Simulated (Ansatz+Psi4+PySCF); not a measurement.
**doublet CH: levels of theory in one basis**

```xyz
2

C     0.0000    0.0000    0.1601
H     0.0000    0.0000   -2.0810
```

Basis set: cc-pVTZ (spherical functions). Frozen core: 1 orbital. Correlation on ROHF uses semicanonical orbitals with singles. Charge 0, multiplicity 2.

Computed with Ansatz (development build ahead of 0.2.0) and Psi4 1.11; each method stands on the lowest determinant of its kind that the runs found.

```
      method  E − E(ROHF) (eV)  <S²> of the determinant
        ROHF              0.00                     0.75
         UHF             -2.07                     1.64
     UHF-MP2             -4.00                     1.64
   ROHF-CCSD             -4.69                        –
    UHF-CCSD             -4.75                     1.64
ROHF-CCSD(T)             -4.95                        –
 UHF-CCSD(T)             -4.87                     1.64
```

**Question.** What does ROHF-MP2 give on the same scale?

**Answer.** -3.34 eV.

The restricted and unrestricted rows may stand on different electronic states: another unrestricted solution lies nearer the restricted one.

Caution for ROHF, ROHF-MP2, ROHF-CCSD, ROHF-CCSD(T): an unrestricted determinant lies well below. Caution for UHF, UHF-MP2, UHF-CCSD, UHF-CCSD(T): the unrestricted determinant is a mixture of spin states; the determinant may break the point group. Caution for ROHF-MP2, UHF-MP2, ROHF-CCSD, UHF-CCSD, ROHF-CCSD(T), UHF-CCSD(T): large amplitudes, a single reference is doubtful. Caution for ROHF-CCSD, ROHF-CCSD(T): the amplitudes may be one of several solutions. Caution for UHF-CCSD(T): another reference gives a lower total.
